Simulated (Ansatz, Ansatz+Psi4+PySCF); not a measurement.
```xyz
4

N     0.0000    0.0000    0.1108
H     0.0000    0.9213   -0.2699
H     0.7978   -0.4606   -0.2699
H    -0.7978   -0.4606   -0.2699
```

Basis set: cc-pVTZ (spherical functions). Correlated methods keep 1 orbital frozen. Charge 0, multiplicity 1.

Computed with Ansatz (development build ahead of 0.2.0); each method stands on the lowest determinant of its kind that the runs found. Restricted open shells among the atoms or ions are ROHF, correlated in semicanonical orbitals with singles.

The atomization energy at this shape (free ground-state atoms in the same class of orbitals less the molecule, no zero-point energy) of singlet NH₃:

```json
{"method": "RHF-CCSD(T)", "atomization energy": "12.48 eV"}
{"method": "RHF-MP2", "atomization energy": "12.43 eV"}
```

Question: What does RHF give?

Answer: 8.74 eV.
